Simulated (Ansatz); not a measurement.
# [NH₂···H···F], doublet in cc-pVDZ: errors against UCCSDT(Q)

Geometry: a point of a hydrogen-transfer path between rigid fragments, not a stationary point.

```yaml
atoms:
  - { symbol: N, position_ang: [-1.3363, -0.0158, -0.0246] }
  - { symbol: H, position_ang: [-1.6336, 0.9520, -0.0246] }
  - { symbol: H, position_ang: [-1.6336, -0.4181, 0.8556] }
  - { symbol: H, position_ang: [0.1677, -0.0158, -0.0246] }
  - { symbol: F, position_ang: [1.1497, -0.0158, -0.0246] }
```

Basis cc-pVDZ; Ansatz 0.2.0. Correlated methods freeze the noble-gas cores, which leaves 15 electrons in 41 orbitals. Prefix R: restricted or restricted open-shell reference; prefix U: unrestricted. Active spaces: pair = (3e, 3o) about the gap; valence = (15e, 11o) chosen from the atoms' valence shells.

Full CI isn't at hand for all of this; UCCSDT(Q) serves as the reference, and is uncertain by about the last step of the cluster series. The frozen core follows each run's orbitals, which can shift R against U totals by a few meV.

For open shells CISD is restricted-active-space CI with the open shells as a complete middle space.

The UHF ⟨S²⟩ is 0.758, the T1 diagnostic (RCCSD) is 0.0152 and the largest doubles amplitude (RCCSD) is 0.038. The T1 diagnostic (UCCSD) is 0.0111.

```json
{"level": "RHF", "E − E(UCCSDT(Q)) (kJ/mol)": "1012.9", "share of correlation (%)": "0.00", "wall time": "–"}
{"level": "UHF", "E − E(UCCSDT(Q)) (kJ/mol)": "1001.7", "share of correlation (%)": "1.11", "wall time": "–"}
{"level": "RMP2", "E − E(UCCSDT(Q)) (kJ/mol)": "77.5", "share of correlation (%)": "92.34", "wall time": "–"}
{"level": "UMP2", "E − E(UCCSDT(Q)) (kJ/mol)": "77.7", "share of correlation (%)": "92.33", "wall time": "–"}
{"level": "CISD", "E − E(UCCSDT(Q)) (kJ/mol)": "89.7", "share of correlation (%)": "91.14", "wall time": "4.5 s"}
{"level": "RCCSD", "E − E(UCCSDT(Q)) (kJ/mol)": "17.4", "share of correlation (%)": "98.28", "wall time": "–"}
{"level": "UCCSD", "E − E(UCCSDT(Q)) (kJ/mol)": "17.3", "share of correlation (%)": "98.30", "wall time": "–"}
{"level": "RCCSD(T)", "E − E(UCCSDT(Q)) (kJ/mol)": "3.1", "share of correlation (%)": "99.69", "wall time": "6.5 s"}
{"level": "UCCSD(T)", "E − E(UCCSDT(Q)) (kJ/mol)": "3.1", "share of correlation (%)": "99.70", "wall time": "6.5 s"}
{"level": "BCCD(T)", "E − E(UCCSDT(Q)) (kJ/mol)": "3.0", "share of correlation (%)": "99.70", "wall time": "2.9 s"}
{"level": "RCCSDT", "E − E(UCCSDT(Q)) (kJ/mol)": "1.9", "share of correlation (%)": "99.82", "wall time": "–"}
{"level": "UCCSDT", "E − E(UCCSDT(Q)) (kJ/mol)": "1.8", "share of correlation (%)": "99.82", "wall time": "–"}
{"level": "RCCSDT(Q)", "E − E(UCCSDT(Q)) (kJ/mol)": "0.1", "share of correlation (%)": "99.99", "wall time": "75 s"}
{"level": "CASSCF (pair space)", "E − E(UCCSDT(Q)) (kJ/mol)": "962.2", "share of correlation (%)": "5.01", "wall time": "–"}
{"level": "NEVPT2 (pair space)", "E − E(UCCSDT(Q)) (kJ/mol)": "76.1", "share of correlation (%)": "92.48", "wall time": "1 s"}
{"level": "MRCISD (pair space)", "E − E(UCCSDT(Q)) (kJ/mol)": "80.8", "share of correlation (%)": "92.03", "wall time": "–"}
{"level": "MRCISD+Q (pair space)", "E − E(UCCSDT(Q)) (kJ/mol)": "9.9", "share of correlation (%)": "99.03", "wall time": "1.4 s"}
{"level": "CASSCF (valence space)", "E − E(UCCSDT(Q)) (kJ/mol)": "820.2", "share of correlation (%)": "19.03", "wall time": "–"}
{"level": "NEVPT2 (valence space)", "E − E(UCCSDT(Q)) (kJ/mol)": "116.1", "share of correlation (%)": "88.54", "wall time": "6 s"}
```

The correlation energy at UCCSDT(Q), counted from RHF, is -10.498 eV. That run took 62 s on 1 thread of Arm Neoverse V1, shared host.

Times hold each run's SCF and search for its determinant on a shared host, so for small cases they say little of a method's own cost; they ran on 1 thread of Arm Neoverse V1.

Natural occupations of CASSCF (valence space) about the gap: 1.996 1.981 1.979 1.977 1.001 0.023 0.023 0.021; effectively unpaired electrons, Σ n²(2−n)², 1.01.
